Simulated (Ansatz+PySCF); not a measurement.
Results of a calculation; reference values are marked as such.
# Several solutions for singlet F2

```yaml
atoms:
  - { symbol: F, position_ang: [0.0000, 0.0000, -1.3076] }
  - { symbol: F, position_ang: [0.0000, 0.0000, 1.3076] }
```

Basis set: STO-3G (spherical functions). Charge 0, multiplicity 1.

PBE0 (unrestricted) was run from several starts with Ansatz (development build ahead of 0.2.0) and PySCF 2.14.0.

```csv
run,program,start,converged,energy (hartree),<S²>
A,PySCF,program defaults,yes,-196.26726,0.00
B,Ansatz,"atomic start, no search",yes,-196.26728,0.00
C,Ansatz,search for the lowest state,yes,-196.40618,1.00
D,Ansatz,stability test followed,yes,-196.40618,1.00
```

**Question.** Which runs reached the lowest solution of this kind, and what is wrong with the others?

**Answer.** C, D reached the lowest solution found. Converged but too high: A by 3.78 eV, B by 3.78 eV. Convergence only shows a stationary point, and even a stable one can lie too high; stability tests and further starts are what find lower ones. Caution: the unrestricted determinant is a mixture of spin states.
